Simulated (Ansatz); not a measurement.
# Isobutene (C4H8): taking an electron away

One table from this session's results is given with a row withheld; the runs are named, their logs left out.

Method: unrestricted cation, the program's frozen cores in correlated methods; program: Ansatz 0.2.0, Gaussian basis.

Levels to be run: UKS PBE-D4/def2-TZVPP; UKS r2SCAN-D4/def2-TZVPP; UKS PBE0-D4/def2-TZVPP; UKS B3LYP-D4/def2-TZVPP; UKS wB97X-V/def2-TZVPP; UKS wB97M-V/def2-TZVPP; UKS B2PLYP/def2-TZVPP; UHF-CCSD(T)/def2-TZVPP; UHF-MP2/def2-QZVPP; extrapolation to the limit; then −ε(HOMO) from the neutral's earlier runs with LDA (SPW92), PBE-D4, revPBE-D4, BLYP-D4, r2SCAN-D4, B97M-V, PBE0-D4, B3LYP-D4, r2SCANh-D4, r2SCAN0-D4, HSE06-D4, BHLYP-D4, CAM-B3LYP-D4, LC-ωPBE, ωB97X-V, ωB97M-V.

## The relaxed structure

The geometry comes from an earlier relaxation with PBE0-D4 in a triple-zeta def2 set; it is a stationary point, not always the lowest conformer.

SMILES `C=C(C)C`, 12 atoms, charge 0, spin multiplicity 1.

Atoms are counted from 1 here; the program's logs count them from 0.

Bond lengths: C1–C2 1.329 Å, C1–H5 1.085 Å, C1–H6 1.085 Å, C2–C3 1.496 Å, C2–C4 1.496 Å, C3–H7 1.095 Å, C3–H8 1.091 Å, C3–H9 1.095 Å, C4–H10 1.095 Å, C4–H11 1.091 Å, C4–H12 1.095 Å. Angles: C2–C1–H5 121.4°, C2–C1–H6 121.4°, H5–C1–H6 117.1°, C1–C2–C3 122.2°, C1–C2–C4 122.2°, C3–C2–C4 115.7°, C2–C3–H7 110.8°, C2–C3–H8 111.9°, C2–C3–H9 110.8°, H7–C3–H8 108.4°, H7–C3–H9 106.5°, H8–C3–H9 108.4°, C2–C4–H10 110.8°, C2–C4–H11 111.8°, C2–C4–H12 110.8°, H10–C4–H11 108.4°, H10–C4–H12 106.5°, H11–C4–H12 108.4°.

Set-up of the first run:

File in.yaml:

```yaml
crystal:
  periodic: [false, false, false]
  atoms:
    - {symbol: C, position_ang: [-0.575114, 1.411342, -0.251052]}
    - {symbol: C, position_ang: [-0.080085, 0.196963, -0.034982]}
    - {symbol: C, position_ang: [0.053977, -0.375310, 1.340418]}
    - {symbol: C, position_ang: [0.378722, -0.686194, -1.151557]}
    - {symbol: H, position_ang: [-0.666807, 1.814659, -1.253615]}
    - {symbol: H, position_ang: [-0.904812, 2.041637, 0.567627]}
    - {symbol: H, position_ang: [-0.512766, -1.308241, 1.430062]}
    - {symbol: H, position_ang: [-0.300392, 0.317367, 2.104597]}
    - {symbol: H, position_ang: [1.098335, -0.624165, 1.557215]}
    - {symbol: H, position_ang: [-0.183499, -1.626141, -1.159238]}
    - {symbol: H, position_ang: [0.259615, -0.206273, -2.123572]}
    - {symbol: H, position_ang: [1.432845, -0.955635, -1.025912]}
basis:
  gaussian: {orbitals: def2-TZVPP}
total_charge: 1
magnetization: {spin_polarized: true, initial_magnetization: 1}
hamiltonian: {xc: pbe, dispersion: d4}
```

Launch:

```console
$ ansatz run in.yaml --threads 2 --pin off --events-out ev --progress --plain --max-ram 32768MiB --backend cpu
```

Steps of the session up to this table: Cation, UKS PBE-D4/def2-TZVPP; Cation, UKS r2SCAN-D4/def2-TZVPP; Cation, UKS PBE0-D4/def2-TZVPP; Cation, UKS B3LYP-D4/def2-TZVPP; Cation, UKS wB97X-V/def2-TZVPP; Cation, UKS wB97M-V/def2-TZVPP; Cation, UKS B2PLYP (frozen core)/def2-TZVPP; Cation, UHF-CCSD(T)/def2-TZVPP; Cation, UHF-MP2/def2-QZVPP.

One table of the session follows, with a row left open; its other results are not shown here.

It belongs to the step «Ionisation energies side by side». For comparison, −ε(HOMO) of the neutral from earlier runs:

```
  functional  −ε(HOMO) (eV)
 LDA (SPW92)              ?
      PBE-D4           5.93
   revPBE-D4           5.87
     BLYP-D4           5.78
   r2SCAN-D4           6.11
      B97M-V           6.13
     PBE0-D4           7.04
    B3LYP-D4           6.83
  r2SCANh-D4           6.53
  r2SCAN0-D4           7.16
    HSE06-D4           6.64
    BHLYP-D4           8.00
CAM-B3LYP-D4           8.37
     LC-ωPBE           9.76
     ωB97X-V           9.37
     ωB97M-V           9.28
```

**Question.** Estimate the row for LDA (SPW92).

The run gave: −ε(HOMO) (eV): 6.07. In the column «−ε(HOMO) (eV)» it lies between PBE-D4 (5.93) and r2SCAN-D4 (6.11).
